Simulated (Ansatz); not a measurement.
Input file:

```yaml
crystal:
  periodic: [false, false, false]
  atoms:
    - {symbol: N, position_ang: [0.000000, 0.000000, 0.000000]}
    - {symbol: As, position_ang: [0.000000, 0.000000, 1.763000]}
basis:
  gaussian: {orbitals: cc-pVDZ}
total_charge: 1
magnetization: {spin_polarized: true, initial_magnetization: 3}
correlation: {method: ccsdt_q, electrons: outside_noble_gas}
```

```sh
$ ansatz run in.yaml --threads 1 --pin off --events-out ev --progress --plain --max-ram 4096MiB --backend cpu
```

Log:

```
775 factors; integrals over basis functions are off by at most 7.7e-8 eV
mean field evaluation 1: about -62258.6736 eV, gradient 2.5e1 eV
mean field evaluation 2: about -62258.6771 eV, gradient 2.5e1 eV
mean field evaluation 4: about -62262.8218 eV, gradient 3.0e0 eV
mean field evaluation 8: about -62263.1909 eV, gradient 3.6e-1 eV
mean field evaluation 16: about -62263.2060 eV, gradient 2.5e-2 eV
mean field evaluation 32: about -62264.2536 eV, gradient 3.3e-1 eV
mean field evaluation 64: about -62264.2554 eV, gradient 2.8e-3 eV
mean field evaluation 96: about -62260.5936 eV, gradient 1.1e1 eV
mean field evaluation 128: about -62264.1760 eV, gradient 1.8e0 eV
mean field evaluation 160: about -62262.4959 eV, gradient 6.1e0 eV
...
cycle  26  -5.83296504 eV  change   -2.8e-6 eV  update   3.0e-6
cycle  27  -5.83296588 eV  change   -8.5e-7 eV  update   2.1e-6
cycle  28  -5.83296875 eV  change   -2.9e-6 eV  update   1.3e-6
cycle  29  -5.83296973 eV  change   -9.9e-7 eV  update   7.6e-7
cycle  30  -5.83297026 eV  change   -5.3e-7 eV  update   4.2e-7
cycle  31  -5.83297080 eV  change   -5.3e-7 eV  update   3.0e-7
cycle  32  -5.83297119 eV  change   -3.9e-7 eV  update   2.1e-7
cycle  33  -5.83297161 eV  change   -4.2e-7 eV  update   1.6e-7
cycle  34  -5.83297182 eV  change   -2.2e-7 eV  update   1.3e-7
cycle  35  -5.83297195 eV  change   -1.2e-7 eV  update   7.9e-8
perturbative correction -0.16100986 eV, -0.0059170032 hartree
WARN: these amplitudes may be one of several solutions (largest doubles amplitude 0.86, level shift 0.00 eV)
Total energy: -62270.24937632 eV, -2288.3894562886 hartree
```

Ran on 1 thread of AMD EPYC 7R13, shared host: 19 s wall, 0.19 GiB peak host memory.
